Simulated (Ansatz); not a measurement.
We consider fcc Pd, described by PBE-D3(BJ) (Ansatz, an electronic-structure program, plane waves, PAW).

Settings: plane-wave cutoff 520 eV, 24×24×24 k mesh, Fermi–Dirac smearing 0.05 eV, scalar-relativistic PAW data made under PBE.

Pressure at four volumes; x = ln(V/14.717 Å³). One pressure is withheld.

```csv
V (Å³/atom),x,P (GPa)
13.834,-0.0619,14.13
14.717,0.0000,0.00
15.306,0.0392,-6.79
15.600,0.0583,?
```

Task: Pass a parabola P(x) through the three rows shown, estimate the bulk modulus and its pressure derivative near zero pressure, and predict the withheld pressure.

Result: Slopes between the rows: (0.00 − (14.13))/(0.0000 − (-0.0619)) = -228.27 and (-6.79 − (0.00))/(0.0392 − (0.0000)) = -173.21 GPa. Their difference over the span 0.1011 is c = 55.06/0.1011 = 544.6 GPa, so P(x) = 14.13 + (-228.27)(x − (-0.0619)) + 544.6 (x − (-0.0619))(x − (0.0000)). At the middle row B = −dP/dx = −[-228.27 + 544.6 × 0.0619] = 194.6 GPa, and B′ = dB/dP = 2c/B = 5.6. At x = 0.0583 the parabola gives -9.49 GPa; the run gives -9.57 GPa. The Birch–Murnaghan fit to the energies at all volumes has B0 = 193 GPa and B′ = 5.5.

Measured, for comparison: bulk modulus 195 GPa (zero-point energy and finite temperature contributions removed, our sources range from 187 to 198; as tabulated in doi:10.1021/acs.jctc.3c00612). Computed (rounded) less measured: bulk modulus -1 % (inside the range of the sources held).
